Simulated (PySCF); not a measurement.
## SiCl⁺: frontier orbitals

LC-ωPBE at R = 1.978 Å; Si def2-SVP, Cl def2-SVP; no relativity (PySCF 2.14). State: ¹Σ⁺ (singlet), closed shell. Only the outer orbitals are listed, counted within each symmetry.

```json
{"orbital": "7σ", "occ.": "2", "ε (eV)": "-34.24", "on Si (%)": "13", "main shells (%)": "85 Cl s"}
{"orbital": "8σ", "occ.": "2", "ε (eV)": "-24.09", "on Si (%)": "50", "main shells (%)": "48 Si s, 38 Cl p, 11 Cl s"}
{"orbital": "3π", "occ.": "2", "ε (eV)": "-19.90", "on Si (%)": "12", "main shells (%)": "88 Cl p, 10 Si p"}
{"orbital": "3π", "occ.": "2", "ε (eV)": "-19.90", "on Si (%)": "12", "main shells (%)": "88 Cl p, 10 Si p"}
{"orbital": "9σ", "occ.": "2", "ε (eV)": "-18.97", "on Si (%)": "67", "main shells (%)": "40 Si s, 33 Cl p, 25 Si p"}
{"orbital": "4π", "occ.": "0", "ε (eV)": "-7.47", "on Si (%)": "90", "main shells (%)": "90 Si p, 9 Cl p"}
{"orbital": "4π", "occ.": "0", "ε (eV)": "-7.47", "on Si (%)": "90", "main shells (%)": "90 Si p, 9 Cl p"}
{"orbital": "10σ", "occ.": "0", "ε (eV)": "-3.46", "on Si (%)": "93", "main shells (%)": "79 Si p, 12 Cl p"}
```

Which are the highest filled and the lowest empty level, where do they sit, and how wide is the gap?

Highest filled 9σ at -18.97 eV (in %: 40 Si s, 33 Cl p, 25 Si p); lowest empty 4π at -7.47 eV (in %: 90 Si p, 9 Cl p); the gap at LC-ωPBE is 11.50 eV.

| Quantity | Value |
| --- | --- |
| bond order (Mayer) | 1.61 |
| ⟨S²⟩ | 0.000 |
| charge on Si (Mulliken, basis-dependent) | 0.95 |
| charge on Si (Löwdin, basis-dependent) | 0.75 |
| dipole moment (positive dipole points towards Cl; it is taken about the centre of mass and depends on that origin) | -3.84 D |
